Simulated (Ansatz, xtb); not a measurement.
**How methods differ on C2H3Al (ethynylalumane)**

The species is C2H3Al (6 atoms), meant as a singlet with charge 0. As SMILES, `C#[C][AlH2]`. The coordinates come from a PBE0-D4/def2-TZVP relaxation.

```
atom    x (Å)    y (Å)    z (Å)
   C  -0.7928  -1.6376  -0.2981
   C  -0.2661  -0.5642  -0.1062
  Al   0.5648   1.1242   0.1950
   H  -1.2570  -2.5831  -0.4674
   H   1.3567   1.8047  -0.9905
   H   0.4366   1.7920   1.6210
```

Quantity: the energy change with the C1–C2 bond stretched from 1.211 to 2.664 Å, in eV. The values are calculated.

```json
{"level": "GFN-FF", "kind": "force field", "program": "xtb", "value (eV)": "12.40", "CPU time (all runs)": "under 2 s"}
{"level": "HF/def2-TZVP (restricted)", "kind": "Hartree–Fock", "program": "Ansatz", "value (eV)": "13.27", "CPU time (all runs)": "12 s"}
{"level": "SVWN5/def2-TZVP (restricted)", "kind": "LDA", "program": "Ansatz", "value (eV)": "12.76", "CPU time (all runs)": "11 s"}
{"level": "PBE/def2-TZVP (restricted)", "kind": "GGA", "program": "Ansatz", "value (eV)": "12.25", "CPU time (all runs)": "28 s"}
{"level": "r2SCAN/def2-TZVP (restricted)", "kind": "meta-GGA", "program": "Ansatz", "value (eV)": "12.95", "CPU time (all runs)": "69 s"}
{"level": "B3LYP/def2-TZVP (restricted)", "kind": "global hybrid", "program": "Ansatz", "value (eV)": "12.57", "CPU time (all runs)": "20 s"}
{"level": "wB97M-V/def2-TZVP (restricted)", "kind": "range-separated hybrid", "program": "Ansatz", "value (eV)": "13.21", "CPU time (all runs)": "2.6 min"}
{"level": "B2PLYP/def2-TZVP (restricted)", "kind": "double hybrid", "program": "Ansatz", "value (eV)": "12.64", "CPU time (all runs)": "33 s"}
{"level": "MP2/def2-TZVP (restricted)", "kind": "perturbation theory", "program": "Ansatz", "value (eV)": "13.39", "CPU time (all runs)": "16 s"}
{"level": "CCSD/def2-TZVP (restricted)", "kind": "coupled cluster or CI", "program": "Ansatz", "value (eV)": "12.04", "CPU time (all runs)": "61 s"}
```

The first shape isn't each level's own minimum. The values span 12.04 to 13.39 eV. CPU times are rough (shared hosts, several kinds of processor and program).
